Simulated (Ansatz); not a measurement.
Two members of one family (CnHm), computed with Ansatz in the gas phase. The two geometries come from different levels. HOMO and LUMO are taken over both spins. A negative affinity means that the extra electron isn't bound at that geometry and level; within about 0.2 eV of zero the sign isn't settled. Binding counts from free atoms in the multiplicity of their measured ground term, without zero-point energy. The spins of the ions were chosen, not always searched. A dash marks a value that wasn't run or was left out as unsound. The structures are stationary points that may keep the symmetry of their start. Remarks come from the PBE and PBE0 runs and from stability tests at other levels; not every state was tested. A HOMO above zero means that the electron is unbound at that level and held by the basis, or that self-interaction error raises the level; the energy of removing that electron tells which.

First: C2H4 (singlet, charge 0, r2SCAN-D4/def2-TZVP geometry).

Cartesian coordinates in Å:
```
C 0.185 -0.614 0.167
C -0.185 0.614 -0.167
H -0.976 0.793 -0.888
H 0.976 -0.793 0.888
H 0.287 1.490 0.266
H -0.287 -1.490 -0.266
```

```csv
level,HOMO (eV),LUMO (eV),gap (eV),vertical EA (eV),binding per atom (eV)
PBE-D4/def2-SVP,-6.63,-0.69,5.94,–,4.15
revPBE-D4/def2-TZVP,-6.69,-0.86,5.83,–,4.05
r2SCAN-D4/def2-TZVPD,-6.97,-0.71,6.26,-1.69,4.06
B3LYP-D4/6-31G,-7.34,0.52,7.86,–,4.02
PBE0-D4/def2-TZVPD,-7.91,0.04,7.95,-1.66,4.08
```

Remarks: HOMO above zero (-1 doublet).

Second: C3H5 (doublet, charge 0, PBE0-D4/def2-TZVP geometry; reduced ion singlet).

```xyz
8

C    -0.0619   -0.2282   -0.4112
C     0.0453    1.1445   -0.4542
C    -0.0028   -0.9871    0.7379
H    -0.0090    1.6869   -1.3883
H     0.1372   -0.5191    1.7061
H    -0.2038   -0.7525   -1.3539
H    -0.0933   -2.0646    0.7087
H     0.1881    1.7201    0.4548
```

Task: Estimate how these quantities change from the first to the second (second minus first).

Result: 
```json
{"level": "PBE-D4/def2-SVP", "Δ HOMO (eV)": "2.05", "Δ LUMO (eV)": "-2.31", "Δ gap (eV)": "-4.36", "Δ vertical EA (eV)": "–", "Δ binding per atom (eV)": "0.14"}
{"level": "revPBE-D4/def2-TZVP", "Δ HOMO (eV)": "2.04", "Δ LUMO (eV)": "-2.18", "Δ gap (eV)": "-4.22", "Δ vertical EA (eV)": "–", "Δ binding per atom (eV)": "0.12"}
{"level": "r2SCAN-D4/def2-TZVPD", "Δ HOMO (eV)": "1.83", "Δ LUMO (eV)": "-1.83", "Δ gap (eV)": "-3.67", "Δ vertical EA (eV)": "1.80", "Δ binding per atom (eV)": "0.13"}
{"level": "B3LYP-D4/6-31G", "Δ HOMO (eV)": "2.10", "Δ LUMO (eV)": "-2.38", "Δ gap (eV)": "-4.47", "Δ vertical EA (eV)": "–", "Δ binding per atom (eV)": "0.09"}
{"level": "PBE0-D4/def2-TZVPD", "Δ HOMO (eV)": "2.00", "Δ LUMO (eV)": "-2.07", "Δ gap (eV)": "-4.07", "Δ vertical EA (eV)": "1.86", "Δ binding per atom (eV)": "0.12"}
```

Remarks: HOMO above zero (-1 singlet).
